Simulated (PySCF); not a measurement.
# Reading a saddle point

A first-order saddle point of CH5AlO, singlet, PBE0-D4/def2-TZVP, with one imaginary mode of 1164i cm⁻¹:

Al1  (-1.178, -0.014, 0.595)
C2  (0.783, 0.127, -0.340)
O3  (-1.346, -1.515, -0.015)
H4  (-0.061, -0.863, -0.369)
H5  (-1.555, 1.290, 1.387)
H6  (1.312, 0.368, 0.588)
H7  (0.561, 1.047, -0.890)
H8  (1.483, -0.441, -0.956)
(Å)

Computed with PySCF 2.14 with density fitting (its default auxiliary sets; JK sets also for MP2 and CCSD(T)) (basis: def2-TZVPP and def2-QZVPP); correlated methods freeze the cores. Extrapolation: Hartree–Fock as exp(−7.88 √X), correlation as X^−2.97.

Task: Which contacts change along the imaginary mode, and what lies on either side? (Judge from chemistry; the calculation decides.)

Result: The calculation gives: The step is CH₅AlO ([CH3][AlH][OH]) → AlHO ([O][AlH]) + CH₄, with the molecules in contact on both sides. Shortening one way: C2–H4; lengthening the same way: Al1–C2, O3–H4.
| pair | one side (Å) | saddle (Å) | other side (Å) |
| --- | --- | --- | --- |
| C2–H4 | 3.38 | 1.30 | 1.10 |
| Al1–C2 | 1.95 | 2.18 | 2.88 |
| O3–H4 | 0.96 | 1.48 | 2.63 |

Task: Which side is lower, and how far does the saddle lie above each? (An estimate is asked for; the value comes from the calculation.)

Result: By the calculation: The side with Al1–C2, O3–H4 short is lower by 51.76 kcal/mol; the saddle lies 66.98 kcal/mol above it and 15.22 kcal/mol above the other (CCSD(T) at an estimated basis limit (MP2 extrapolated from triple and quadruple zeta, plus CCSD(T) − MP2 in triple zeta); electronic energies).

The T1 diagnostic stays at or below 0.027. The T1 diagnostic is large here, which may signal multireference character or strong orbital relaxation, so CCSD(T) is less sure.

Labels in which every atom is bracketed show which atoms are joined, not bond orders.

For scale, one of the runs: CCSD(T)/def2-TZVPP, 174 basis functions, launched by `OMP_NUM_THREADS=4 python run.py`. Hardware: 4 CPU threads of an Arm Neoverse V2, shared host. Wall time 2.9 min; peak host memory 1.4 GiB.
